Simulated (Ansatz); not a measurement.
# CH2FSi+ (SMILES FC=[SiH+]): one structure at several levels

The task here is to estimate one member of a computed series from the others.

Computed with Ansatz 0.2.0, Gaussian basis. Level: single points in def2-TZVPP.

Correlated methods freeze the cores.

## Starting geometry

SMILES `FC=[SiH+]`, 5 atoms, charge 1, spin multiplicity 1.

Atoms are counted from 1 here; the program's logs count them from 0.

Bond lengths: F1–C2 1.361 Å, C2–Si3 1.771 Å, C2–H4 1.103 Å, Si3–H5 1.359 Å. Angles: F1–C2–Si3 123.2°, F1–C2–H4 123.4°, Si3–C2–H4 113.2°, C2–Si3–H5 167.7°.

Geometry (Å):

```xyz
5

F    -0.32050   -1.42717    0.98249
C    -0.35770   -0.61207   -0.10691
Si    0.61188    0.86284   -0.24689
H    -1.05520   -0.75520   -0.94877
H     1.21784    2.02451   -0.60886
```

Set-up of the first run:

run/in.yaml reads:

```yaml
crystal:
  periodic: [false, false, false]
  atoms:
    - {symbol: F, position_ang: [-0.320503, -1.427172, 0.982493]}
    - {symbol: C, position_ang: [-0.357701, -0.612071, -0.106907]}
    - {symbol: Si, position_ang: [0.611878, 0.862835, -0.246887]}
    - {symbol: H, position_ang: [-1.055205, -0.755198, -0.948766]}
    - {symbol: H, position_ang: [1.217840, 2.024514, -0.608864]}
basis:
  gaussian: {orbitals: def2-TZVPP}
total_charge: 1
hamiltonian: {xc: pbe, dispersion: d4}
output: {forces: true}
```

Launch:

```
ansatz run in.yaml --threads 2 --pin off --events-out ev --progress --plain --max-ram 3481MiB
```

Steps of the session up to this table: PBE-D4/def2-TZVPP; r2SCAN-D4/def2-TZVPP; PBE0-D4/def2-TZVPP; wB97M-V/def2-TZVPP; CCSD(T)/def2-TZVPP.

One table of the session follows, with a row left open; its other results are not shown here.

```
   method  RMS force component (eV/Å)  angle to CCSD(T) forces (°)
   PBE-D4                       1.542                          5.4
r2SCAN-D4                       1.605                          4.4
  PBE0-D4                       1.711                          5.6
  wB97M-V                           ?                            ?
  CCSD(T)                       1.442                    reference
```

Q: Estimate the row for wB97M-V from the others.

As computed: RMS force component (eV/Å): 1.648; angle to CCSD(T) forces (°): 9.0. In the column «RMS force component (eV/Å)» it lies between r2SCAN-D4 (1.605) and PBE0-D4 (1.711).

Limits of these values: The reference is not at the basis limit: in triple zeta CCSD(T) underbinds, which counts against methods that bind more; the gaps are no ranking.
